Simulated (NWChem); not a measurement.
## Correlation energy of O (+1)

```xyz
1

O      0.0000     0.0000     0.0000
```
Charge +1, spin multiplicity 4.

Everything below was run with NWChem.

Basis set: def2-SVP. Each correlation energy counts from its own Hartree-Fock reference.

```csv
method,correlation energy (mHa)
CCSD on ROHF,-88.4
CCSDT on ROHF,-89.1
CCSD(T) on UHF,-84.4
CCSD[T] on UHF,-84.5
CCSD(T) on ROHF,-89.0
UMP2,-68.9
CCSD on UHF,-83.9
SCS-UMP2,-66.0
CCSD[T] on ROHF,-89.0
```

The values span 23.1 mHa, from CCSDT on ROHF (lowest) to SCS-UMP2 (highest). 

The correlated methods keep 1 core orbital frozen. No SCF solution was tested for a lower state. Open-shell Hartree-Fock references start from PBE0 orbitals. No row is a measurement; the coupled-cluster row has its own basis-set and correlation limits.
